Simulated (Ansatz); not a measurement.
Species: C$_{4}$H$_{4}$O, net charge 0, singlet state. SMILES: c1cocc1
Geometry from a B3LYP-D3(BJ)/def2-TZVP (Ansatz, a quantum-chemistry and plane-wave program) optimisation:
```xyz
9

O      0.0070    -0.0094     1.1564
C      0.0100     1.0912     0.3549
C     -0.0058    -1.0968     0.3372
C     -0.0006     0.7240    -0.9496
C     -0.0110    -0.7085    -0.9611
H      0.0199     2.0414     0.8581
H     -0.0098    -2.0550     0.8251
H     -0.0010     1.3840    -1.8002
H     -0.0209    -1.3546    -1.8223
```
Charge 0, spin multiplicity 1.

Parts of the frozen-core correlation energy in aug-cc-pVDZ (Ansatz, hartree). Frozen orbitals: 5; correlated occupied orbitals by spin: 13 and 13; virtual: 133 and 133. No spin-orbit coupling. No relativistic terms. The restricted reference is unstable.

| term | value |
|---|---|
| reference (HF) | -228.65452 |
| MP2 opposite-spin | -0.54110 |
| MP2 same-spin | -0.19519 |
| CCSD correlation | -0.76109 |
| (T) | -0.03328 |
| T1 diagnostic | 0.014 |
| largest doubles amplitude | 0.057 |
